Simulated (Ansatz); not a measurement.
Property card for Co₃Ge₂

The calculation used Ansatz 0.2.0, DFT r2SCAN, scalar-relativistic, plane waves, PAW.

Cutoff 500 eV; k points 12×12×8 on the computed 5-atom cell (Γ-centred); Gaussian smearing, width 0.10 eV; collinear spin from starting moments 1.47 1.47 0.65 0 0 μB.

The structure is relaxed at this level of theory with its symmetry kept. Whether it is the stable form of this composition wasn't checked.

```
Co Ge
1.0
     3.90434    0.00000    0.00000
    -1.95217    3.38126    0.00000
     0.00000    0.00000    4.83811
Co Ge
3 2
Direct
  0.66667 0.33333 0.24237
  0.66667 0.33333 0.75763
  0.00000 0.00000 0.50000
  0.00000 0.00000 0.00000
  0.33333 0.66667 0.50000
```

```
Space group                                                       : P-6m2 (No. 187)
Volume per atom                                                   : 86.2 bohr³
Formation energy from the elements' standard states (uncorrected) : +0.008 eV/atom
Generalised Kohn–Sham band gap                                    : none (metal)
Density of states at the Fermi level                              : 3.64 states/eV per cell
Löwdin character within 0.5 eV of the Fermi level                 : Co 3d 84 %, Ge 4p 11 %
Bader charges (e)                                                 : Co (2 in the cell) 0.05, Co (1 in the cell) -0.28, Ge (1 in the cell) 0.07, Ge (1 in the cell) 0.12
Total moment                                                      : 2.95 μB per cell
Site moments (μB; atoms counted from 1 over the whole cell)       : Co (atom 1) 1.34, Co (atom 2) 1.34, Co (atom 3) 0.59, Ge (atom 4) -0.04
```

The state reached may not be the lowest one.

Only this magnetic start was tried.

Cost: 1 run of about 12 core-minutes, on Intel Xeon Processor @ 2.50GHz (Skylake/Cascade Lake) (shared hosts).